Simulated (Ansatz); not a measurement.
A nudged elastic band was laid between two geometries of BFH2 + ClH (6 atoms, charge 0, multiplicity 1).

The calculation used UKS PBE-D4/def2-SVPD in Ansatz.

| Item | Value |
| --- | --- |
| movable images | 9 |
| climbing image | yes |
| spring | 5.0 eV/Å² |
| optimiser | quadratic models (default) |
| start path | through a guess of the saddle point |
| force threshold | 0.03 eV/Å |
| iteration limit | 60 |
| end points | relaxed |

Image 0:

```xyz
6
Properties=species:S:1:pos:R:3
B -0.249 0.346 -0.858
F 0.820 1.093 -0.528
H -0.049 -0.651 -1.519
H -1.343 0.779 -0.567
H 0.925 -0.412 1.877
Cl -0.105 -1.155 1.594
```

Image 10:

```xyz
6
Properties=species:S:1:pos:R:3
B -0.554 -0.204 -0.446
F 1.206 0.926 0.247
H 0.016 -0.662 -1.404
H -1.273 0.762 -0.455
H 1.226 0.417 1.041
Cl -0.620 -1.238 1.018
```

Problem. Which bonds break or form, and what moves?

Solution. Bonds broken: B1–F2, H5–Cl6. Bonds formed: B1–Cl6, F2–H5. BFH2 + ClH becomes BClH2 + FH.

Problem. Give the energies along the band, and the barrier.

Solution. It converged. The highest image is number 6 of 0 to 10, 60.8 kJ/mol above the first end and 26.7 kJ/mol above the last; the last end lies 34.2 kJ/mol above the first. A vibrational analysis at the climbing image gives one clearly imaginary mode, 713i cm⁻¹: a first-order saddle point. The orbitals stay closed-shell, which can raise the energy where a bond breaks towards radicals; this wasn't checked here.

| image | path coordinate (Å) | energy (kJ/mol) | B1–F2 (Å) | H5–Cl6 (Å) | B1–Cl6 (Å) |
| --- | --- | --- | --- | --- | --- |
| 0 | 0.00 | 0.0 | 1.35 | 1.30 | 2.88 |
| 1 | 0.24 | 0.6 | 1.35 | 1.30 | 2.82 |
| 2 | 0.48 | 3.0 | 1.35 | 1.30 | 2.72 |
| 3 | 0.72 | 9.3 | 1.37 | 1.31 | 2.56 |
| 4 | 0.96 | 23.5 | 1.39 | 1.33 | 2.37 |
| 5 | 1.21 | 46.4 | 1.46 | 1.39 | 2.18 |
| 6 | 1.45 | 60.8 | 1.56 | 1.54 | 2.03 |
| 7 | 1.67 | 50.9 | 1.69 | 1.76 | 1.93 |
| 8 | 1.90 | 40.0 | 1.84 | 2.01 | 1.86 |
| 9 | 2.13 | 35.3 | 2.02 | 2.25 | 1.82 |
| 10 | 2.36 | 34.2 | 2.20 | 2.48 | 1.79 |

Problem. What is the geometry of the highest image?

Solution. 
```xyz
6
Properties=species:S:1:pos:R:3:forces:R:3
B -0.288 0.052 -0.467 0.00 0.00 0.00
F 0.962 0.829 0.057 -0.01 -0.01 0.00
H 0.019 -0.665 -1.387 0.00 0.00 0.00
H -1.265 0.758 -0.439 0.00 0.00 0.00
H 0.806 0.067 0.990 0.00 0.00 0.00
Cl -0.234 -1.041 1.247 0.00 0.00 0.00
```

Problem. What are the harmonic wavenumbers there?

Solution. 713i, 468, 527, 653, 752, 835, 877, 1100, 1154, 1534, 2558, 2685 cm⁻¹.

The run took 2.1 min on 2 threads of Arm Neoverse V2 (shared host), peak memory 0.17 GiB.
